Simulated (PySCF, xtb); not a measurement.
Si(F)4 cation (F4Si), SMILES F[Si](F)(F)F (connectivity only; charge and spin as stated), charge +1, multiplicity 2.

Harmonic wavenumbers (cm⁻¹) from xtb with GFN2-xTB at its own minimum, in rising order: 87, 88, 197, 197, 197, 751, 837, 837, 838.

Question: What does PBE-D3(BJ)/def2-SVP (PySCF) give at its own minimum? (An estimate is asked for; the answer gives what the named calculation found.)

Answer: 159, 174, 189, 189, 263, 713, 760, 793, 793. Paired by order, the mean absolute difference is 49 cm⁻¹ and the zero-point energies are 5.8 and 5.8 kcal/mol.
